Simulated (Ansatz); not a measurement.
A made-up structure of C2H4N, doublet:

```csv
atom,x (Å),y (Å),z (Å)
C1,0.7607,-1.1235,0.3478
C2,0.2927,0.0906,0.2287
N3,-0.8381,0.3441,-0.5453
H4,-1.3021,-0.4291,-1.0219
H5,-1.2121,1.2878,-0.6452
H6,0.7642,0.9453,0.7256
H7,1.6190,-1.1248,0.9698
```

It is relaxed with PBE-D4/def2-SVP and then PBE0-D4/def2-TZVP (Ansatz 0.2.0). Atoms count as bonded within 1.22 times the sum of their covalent radii (H–H: 0.88 Å). The end point is not checked to be a true minimum.

Question: Does its bonding change? (A judgement: the text doesn't fix the answer.)

Answer: By the calculation: No: no bond forms or breaks.

Where it ends: The first stage lowers the energy by 0.56 eV in 15 steps. It ends as C₂H₄N ([CH][CH][NH2]):
```
7
angstrom
C 0.8166 -1.0189 0.4472
C 0.2809 0.1466 0.1653
N -0.7461 0.4119 -0.7285
H -1.2842 -0.3968 -0.9990
H -1.3305 1.1931 -0.4789
H 0.7043 1.0436 0.6259
H 1.6433 -1.3890 1.0274
```

Labels in which every atom is bracketed show which atoms are joined, not bond orders.

For scale, one of the runs: PBE0-D4/def2-TZVP relaxation, 117 basis functions, launched by `ansatz run in.yaml --threads 2 --pin off --events-out ev --progress --plain --max-ram 4352MiB`. The run took about 17 s on 2 CPU threads of an Intel Xeon Platinum 8375C (shared host).
